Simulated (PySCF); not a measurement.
AlF3, SMILES [F][Al]([F])[F].

Geometry: TPSSh-D3(BJ)/def2-TZVP. The isomer is the one that the SMILES or the coordinates give; other isomers of the formula were not compared.

The numbers are results of ωB97X/def2-TZVPD (PySCF), not measurements.

Symmetry labels are those of the subgroup C2v that the program uses (full group D3h).

Computed valence orbital energies around the gap with their symmetry:
```tsv
orbital	symmetry	energy (eV)
HOMO−7	B1	-15.96
HOMO−6	A1	-15.96
HOMO−5	B2	-15.41
HOMO−4	B1	-15.05
HOMO−3	A1	-15.05
HOMO−2	A2	-14.84
HOMO−1	B2	-14.84
HOMO	B1	-14.33
LUMO	A1	0.18
LUMO+1	B2	1.83
LUMO+2	A1	2.86
LUMO+3	A1	2.96
```
